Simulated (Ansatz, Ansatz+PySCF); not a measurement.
```xyz
6

C     0.0000    0.0000   -1.1748
C     0.0000    0.0000    0.2783
N     0.0000    0.0000    1.4351
H     0.0000   -1.0314   -1.5557
H    -0.8932    0.5157   -1.5557
H     0.8932    0.5157   -1.5557
```

RHF-MP2 on singlet C2H3N was run in several spherical basis sets with Ansatz (development build ahead of 0.2.0). Frozen core: 3 orbitals.

(1) Rank the basis sets by the total energy that they give, lowest first, with the distance from the lowest.
A. cc-pVTZ
B. 6-31G(d)
C. def2-SVP
D. def2-TZVP

Answers

(1) A (0.00 eV), D (0.15 eV), B (4.28 eV), C (6.52 eV).

Totals follow the description of the cores as much as that of the bonds, so this order isn't one of quality for chemistry.
